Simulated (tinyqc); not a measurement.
CIS and TDHF on RHF in the sto-3g basis, for H2O, spin multiplicity 1, step by step. One step of it, computed by the program tinyqc.

Problem. CIS matrix, singlets. A(ia,jb) = (e_a - e_i) d_ij d_ab + 2 (ia|jb) - (ij|ab).

orbital energies (hartree): MO1 -20.235453, MO2 -1.257365, MO3 -0.619691, MO4 -0.439392, MO5 -0.386517, MO6 0.582035, MO7 0.748472

Two-electron integrals over orbitals (pq|rs), unique and non-zero (hartree):
```
(11|11) 4.744583    (21|11) -0.417966   (21|21) 0.058466    (22|11) 1.005497
(22|21) -0.013303   (22|22) 0.725733    (31|11) 0.012169    (31|21) -0.001391
(31|22) 0.001431    (31|31) 0.010815    (32|11) -0.004447   (32|21) 0.000768
(32|22) 0.006677    (32|31) 0.017508    (32|32) 0.143915    (33|11) 0.793736
(33|21) -0.004457   (33|22) 0.640352    (33|31) -0.000535   (33|32) -0.003579
(33|33) 0.628537    (41|11) 0.176598    (41|21) -0.021768   (41|22) 0.015314
(41|31) 0.000932    (41|32) 0.000108    (41|33) 0.006164    (41|41) 0.027428
(42|11) -0.125956   (42|21) 0.008870    (42|22) 0.001464    (42|31) 3.34e-06
(42|32) 0.000984    (42|33) 0.006687    (42|41) 0.019736    (42|42) 0.125425
(43|11) 0.012978    (43|21) -0.000521   (43|22) 0.004821    (43|31) -0.003097
(43|32) 0.021318    (43|33) 0.002056    (43|41) -0.000733   (43|42) -0.005445
(43|43) 0.047096    (44|11) 1.002594    (44|21) -0.013345   (44|22) 0.678565
(44|31) 0.000009    (44|32) -0.004422   (44|33) 0.596546    (44|41) -0.011466
(44|42) -0.104458   (44|43) 0.007517    (44|44) 0.783799    (51|51) 0.026042
(52|51) 0.032555    (52|52) 0.145107    (53|51) -0.000928   (53|52) -0.003115
(53|53) 0.028545    (54|51) -0.012923   (54|52) -0.045278   (54|53) 0.001847
(54|54) 0.054831    (55|11) 1.115337    (55|21) -0.011746   (55|22) 0.747846
(55|31) 0.000338    (55|32) -0.002135   (55|33) 0.625338    (55|41) 0.004912
(55|42) -0.067529   (55|43) 0.007318    (55|44) 0.729835    (55|55) 0.880159
(61|11) 0.236161    (61|21) -0.035309   (61|22) 0.001726    (61|31) 0.002711
(61|32) 0.002623    (61|33) -0.000069   (61|41) 0.000288    (61|42) -0.019849
(61|43) 0.000262    (61|44) 0.018368    (61|55) 0.006200    (61|61) 0.030342
(62|11) -0.301418   (62|21) 0.006800    (62|22) -0.138666   (62|31) 0.001438
(62|32) 0.008516    (62|33) -0.072055   (62|41) -0.018235   (62|42) -0.022617
(62|43) -0.004761   (62|44) -0.088359   (62|55) -0.155546   (62|61) 0.006456
(62|62) 0.099186    (63|11) 0.054507    (63|21) -0.001135   (63|22) 0.025142
(63|31) -0.002889   (63|32) 0.042484    (63|33) 0.014094    (63|41) 0.000284
(63|42) -0.009752   (63|43) 0.030259    (63|44) 0.021666    (63|55) 0.029937
(63|61) 0.000257    (63|62) -0.015008   (63|63) 0.076478    (64|11) -0.216892
(64|21) 0.002086    (64|22) -0.097321   (64|31) -0.001317   (64|32) -0.010267
(64|33) -0.042009   (64|41) -0.003104   (64|42) 0.026809    (64|43) -0.004187
(64|44) -0.118651   (64|55) -0.115390   (64|61) 0.000086    (64|62) 0.060688
(64|63) -0.019601   (64|64) 0.068385    (65|51) -0.015661   (65|52) -0.058788
(65|53) 0.004659    (65|54) 0.001228    (65|65) 0.038089    (66|11) 0.790713
(66|21) -0.007042   (66|22) 0.605461    (66|31) -0.001897   (66|32) -0.025506
(66|33) 0.568374    (66|41) 0.020529    (66|42) 0.057993    (66|43) -0.013832
(66|44) 0.546915    (66|55) 0.583715    (66|61) -0.008032   (66|62) -0.091415
(66|63) -0.011024   (66|64) -0.041244   (66|66) 0.598553    (71|11) -0.039021
(71|21) 0.006130    (71|22) 0.000630    (71|31) 0.015040    (71|32) 0.023127
(71|33) -0.001131   (71|41) -0.000615   (71|42) 0.002373    (71|43) -0.004632
(71|44) -0.002602   (71|55) -0.000984   (71|61) -0.001793   (71|62) 0.001960
(71|63) -0.003723   (71|64) -0.001704   (71|66) -0.002487   (71|71) 0.022149
(72|11) 0.053960    (72|21) -0.001028   (72|22) 0.024605    (72|31) 0.013938
(72|32) 0.041491    (72|33) 0.009282    (72|41) 0.002282    (72|42) -0.000784
(72|43) -0.031744   (72|44) 0.018424    (72|55) 0.027135    (72|61) 0.002024
(72|62) -0.007223   (72|63) -0.032200   (72|64) -0.011947   (72|66) 0.015814
(72|71) 0.018514    (72|72) 0.064050    (73|11) 0.360575    (73|21) -0.007346
(73|22) 0.140737    (73|31) 0.000056    (73|32) -0.010782   (73|33) 0.090157
(73|41) -0.000755   (73|42) -0.072387   (73|43) 0.001762    (73|44) 0.160684
(73|55) 0.189381    (73|61) 0.006590    (73|62) -0.074687   (73|63) 0.011847
(73|64) -0.074560   (73|66) 0.041103    (73|71) -0.001124   (73|72) 0.017470
(73|73) 0.149430    (74|11) 0.019218    (74|21) -0.000256   (74|22) 0.005295
(74|31) -0.009133   (74|32) -0.074122   (74|33) 0.006614    (74|41) 0.000795
(74|42) 0.000382    (74|43) 0.002403    (74|44) 0.010989    (74|55) 0.009518
(74|61) -0.002122   (74|62) -0.010302   (74|63) -0.043283   (74|64) 0.003732
(74|66) 0.020336    (74|71) -0.012637   (74|72) -0.015738   (74|73) 0.013950
(74|74) 0.066091    (75|51) 0.002567    (75|52) 0.009800    (75|53) 0.023342
(75|54) -0.001217   (75|65) -0.002156   (75|75) 0.025126    (76|11) 0.007382
(76|21) -0.000427   (76|22) -0.003771   (76|31) -0.008948   (76|32) -0.096092
(76|33) 0.007020    (76|41) -0.002379   (76|42) -0.009387   (76|43) -0.046281
(76|44) 0.010279    (76|55) 0.003804    (76|61) 0.000166    (76|62) 0.002876
(76|63) -0.064045   (76|64) 0.010464    (76|66) 0.026463    (76|71) -0.012189
(76|72) 0.007613    (76|73) 0.017149    (76|74) 0.053890    (76|76) 0.110271
(77|11) 0.874321    (77|21) -0.009569   (77|22) 0.625698    (77|31) 0.003176
(77|32) 0.029373    (77|33) 0.607307    (77|41) 0.004275    (77|42) -0.014792
(77|43) 0.015168    (77|44) 0.608022    (77|55) 0.626683    (77|61) 0.005603
(77|62) -0.068416   (77|63) 0.033899    (77|64) -0.045820   (77|66) 0.555530
(77|71) 0.003046    (77|72) 0.010832    (77|73) 0.092991    (77|74) -0.013277
(77|76) -0.024911   (77|77) 0.627660
```

Give: CIS matrix A, singlet.

Solution.

CIS matrix A, singlet (hartree):
```
         1>6      1>7      2>6      2>7      3>6      3>7      4>6      4>7
1>6  20.0875  -0.0110   0.0200   0.0045   0.0024   0.0221  -0.0204  -0.0019
1>7  -0.0110  20.1539   0.0043   0.0466   0.0015  -0.0054  -0.0010  -0.0295
2>6   0.0200   0.0043   1.4323  -0.0107  -0.0045  -0.0533   0.0634  -0.0112
2>7   0.0045   0.0466  -0.0107   1.5082   0.0317   0.0056  -0.0145  -0.0167
3>6   0.0024   0.0015  -0.0045   0.0317   0.7863   0.0167  -0.0254  -0.0403
3>7   0.0221  -0.0054  -0.0533   0.0056   0.0167   1.0597  -0.1028   0.0127
4>6  -0.0204  -0.0010   0.0634  -0.0145  -0.0254  -0.1028   0.6113  -0.0028
4>7  -0.0019  -0.0295  -0.0112  -0.0167  -0.0403   0.0127  -0.0028   0.7120
5>6   0.0000   0.0000   0.0000   0.0000   0.0000   0.0000   0.0000   0.0000
5>7   0.0000   0.0000   0.0000   0.0000   0.0000   0.0000   0.0000   0.0000

         5>6      5>7
1>6   0.0000   0.0000
1>7   0.0000   0.0000
2>6   0.0000   0.0000
2>7   0.0000   0.0000
3>6   0.0000   0.0000
3>7   0.0000   0.0000
4>6   0.0000   0.0000
4>7   0.0000   0.0000
5>6   0.4610  -0.0081
5>7  -0.0081   0.5586
```
